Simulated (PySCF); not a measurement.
# H2O3 (trioxidane) at B3LYP/STO-6G

What is the vertical ionisation energy of H2O3 (trioxidane) at B3LYP/STO-6G? 

Program for the calculation: PySCF 2.14.0.

5 further runs of the same task are left out: 5 set aside as unsound or not needed.

## 1. The molecule

The species is H2O3 (5 atoms), meant as a singlet with charge 0. SMILES: `OOO`. The coordinates come from a PBE0-D4/def2-TZVP relaxation. This is a higher conformer, about 11 kJ/mol above the lowest found by a separate search.

Bond lengths: O1–O2 1.403 Å, O2–O3 1.403 Å, O1–H4 0.968 Å, O3–H5 0.968 Å. Angles: O1–O2–O3 108.0°, O2–O1–H4 102.8°, O2–O3–H5 102.8°.

## 2. A single-point energy at B3LYP/STO-6G

Input file calc.py:

```python
# OOO
from pyscf import gto, dft

mol = gto.M(
    atom='''
O     -1.829860    -1.322752    -0.276146
O     -0.252562    -0.082354     1.455543
O      2.216819    -0.126328     0.493370
H     -2.476316     0.053290    -1.294821
H      2.341900     1.478144    -0.377926
''',
    basis='sto-6g',
    verbose=4,
    spin=0,
    unit='bohr',
    max_memory=1860,
)

mf = dft.RKS(mol, xc='b3lyp')
mf.conv_tol = 1e-10
mf.grids.level = 5
mf.kernel()
if not mf.converged:
    mf = mf.newton().run(mf.mo_coeff, mf.mo_occ)

energy = mf.e_tot
print(f'total energy: {energy:.8f} hartree')
```

The run is started by

```
$ OMP_NUM_THREADS=1 python calc.py
```

The log of the run:

```text
PySCF version 2.14.0

[INPUT] num. atoms = 5
[INPUT] num. electrons = 26
[INPUT] charge = 0
[INPUT] spin (= nelec alpha-beta = 2S) = 0
[INPUT] symmetry False subgroup None
[INPUT] Mole.unit = bohr
[INPUT] Symbol           X                Y                Z      unit          X                Y                Z       unit  Magmom
[INPUT]  1 O     -0.968320211174  -0.699970214099  -0.146130170087 AA   -1.829860000000  -1.322752000000  -0.276146000000 Bohr   0.0
[INPUT]  2 O     -0.133650054744  -0.043579860028   0.770240185114 AA   -0.252562000000  -0.082354000000   1.455543000000 Bohr   0.0
[INPUT]  3 O      1.173090095534  -0.066849898701   0.261080160552 AA    2.216819000000  -0.126328000000   0.493370000000 Bohr   0.0
[INPUT]  4 H     -1.310409994237   0.028199853570  -0.685189765421 AA   -2.476316000000   0.053290000000  -1.294821000000 Bohr   0.0
[INPUT]  5 H      1.239280110254   0.782200119258  -0.199989826614 AA    2.341900000000   1.478144000000  -0.377926000000 Bohr   0.0

nuclear repulsion = 79.8551685435842
number of shells = 11
number of NR pGTOs = 102
number of NR cGTOs = 17
basis = sto-6g
ecp = {}

******** <class 'pyscf.dft.rks.RKS'> ********
method = RKS
initial guess = minao
damping factor = 0
level_shift factor = 0
DIIS = <class 'pyscf.scf.diis.CDIIS'>
diis_start_cycle = 1
diis_space = 8
diis_damp = 0
SCF conv_tol = 1e-10
SCF conv_tol_grad = None
SCF max_cycles = 50
direct_scf = True
direct_scf_tol = 1e-13
XC library pyscf.dft.libxc version 7.0.0
    S. Lehtola, C. Steigemann, M. J.T. Oliveira, and M. A.L. Marques.,  SoftwareX 7, 1–5 (2018)
XC functionals = b3lyp
    P. J. Stephens, F. J. Devlin, C. F. Chabalowski, and M. J. Frisch.,  J. Phys. Chem. 98, 11623 (1994)
radial grids:
    Treutler-Ahlrichs [JCP 102, 346 (1995); DOI:10.1063/1.469408] (M4) radial grids

becke partition: Becke, JCP 88, 2547 (1988); DOI:10.1063/1.454033
pruning grids: <function nwchem_prune>
grids dens level: 5
symmetrized grids: False
atomic radii adjust function: <function treutler_atomic_radii_adjust>
small_rho_cutoff = 0
Set gradient conv threshold to 1e-05
Initial guess from minao.
tot grids = 176016
init E= -226.111013227878
  HOMO = -0.280341853417136  LUMO = 0.00778847450228654  gap/eV = 7.84043
cycle= 1 E= -225.676247622741  delta_E= 0.435  |g|= 0.383  |ddm|= 2.97
  HOMO = -0.105225709285467  LUMO = 0.21184138175078  gap/eV = 8.62784
cycle= 2 E= -225.68996248264  delta_E= -0.0137  |g|= 0.375  |ddm|= 1.06
  HOMO = -0.137851909175843  LUMO = 0.190034255270478  gap/eV = 8.92224
cycle= 3 E= -225.730801816921  delta_E= -0.0408  |g|= 0.0892  |ddm|= 0.522
  HOMO = -0.164627030611493  LUMO = 0.171378874828935  gap/eV = 9.14319
cycle= 4 E= -225.733492983758  delta_E= -0.00269  |g|= 0.00631  |ddm|= 0.124
  HOMO = -0.162453780370337  LUMO = 0.174496752828249  gap/eV = 9.16889
cycle= 5 E= -225.733510286896  delta_E= -1.73e-05  |g|= 0.000234  |ddm|= 0.012
  HOMO = -0.162537974175312  LUMO = 0.17443019330958  gap/eV = 9.16937
cycle= 6 E= -225.733510311855  delta_E= -2.5e-08  |g|= 1.41e-05  |ddm|= 0.000461
  HOMO = -0.162540930034568  LUMO = 0.174426219119106  gap/eV = 9.16934
cycle= 7 E= -225.733510312024  delta_E= -1.68e-10  |g|= 4.52e-06  |ddm|= 4.94e-05
  HOMO = -0.162540855590209  LUMO = 0.174426239315328  gap/eV = 9.16934
cycle= 8 E= -225.733510312029  delta_E= -4.77e-12  |g|= 3.14e-06  |ddm|= 1.15e-05
  HOMO = -0.162540843564588  LUMO = 0.17442624644162  gap/eV = 9.16934
Extra cycle  E= -225.733510312026  delta_E= 2.22e-12  |g|= 4.09e-06  |ddm|= 1.07e-05
converged SCF energy = -225.733510312026
total energy: -225.73351031 hartree
```

Run time: 3.3 s. Hardware: 1 thread of Arm Neoverse V1, shared host; peak memory 0.19 GiB.

## 3. The doublet cation at the same level

Input file input.py:

```python
from pyscf import gto, dft

system = gto.M(
    atom='''
O       -0.968320      -0.699970      -0.146130
O       -0.133650      -0.043580       0.770240
O        1.173090      -0.066850       0.261080
H       -1.310410       0.028200      -0.685190
H        1.239280       0.782200      -0.199990
''',
    charge=1,
    basis='sto-6g',
    verbose=3,
    max_memory=1860,
    spin=1,
)

mf = dft.UKS(system, xc='b3lyp')
mf.conv_tol = 1e-10
mf.grids.level = 5
mf.kernel()
if not mf.converged:
    mf = mf.newton().run(mf.mo_coeff, mf.mo_occ)

energy = mf.e_tot
print('Final energy', energy)
```

The run is started by

```
$ OMP_NUM_THREADS=1 python input.py
```

The log of the run:

```text
WARN: HOMO -0.280341806346521 >= LUMO -0.280341806346519

converged SCF energy = -225.410835126179  <S^2> = 0.7535851  2S+1 = 2.0035819
Final energy -225.41083512617877
```

It took 7.5 s on 1 thread of Arm Neoverse V1, shared host; peak memory 0.2 GiB.

## 4. What came out

At B3LYP/STO-6G:

| quantity | value |
| --- | --- |
| singlet H2O3: total energy | -225.73351 Eh |
| singlet H2O3: dipole moment | 2.74 D |
| singlet H2O3: HOMO energy | -4.42 eV |
| singlet H2O3: LUMO energy | 4.75 eV |
| singlet H2O3: HOMO–LUMO gap | 9.17 eV |
| doublet cation: total energy | -225.41084 Eh |
| doublet cation: HOMO energy (highest over α and β) | -15.55 eV |
| doublet cation: LUMO energy (lowest over α and β) | -13.06 eV |
| doublet cation: ⟨S²⟩ | 0.754 |
| vertical ionisation energy (to the doublet cation) | 8.780 eV |

In words: Removing an electron at fixed nuclei costs 8.78 eV (202 kcal/mol). The negative HOMO energy of the first species, 4.42 eV, lies 4.36 eV below that difference. In a minimal basis such a difference can be off by several eV, whatever the method.
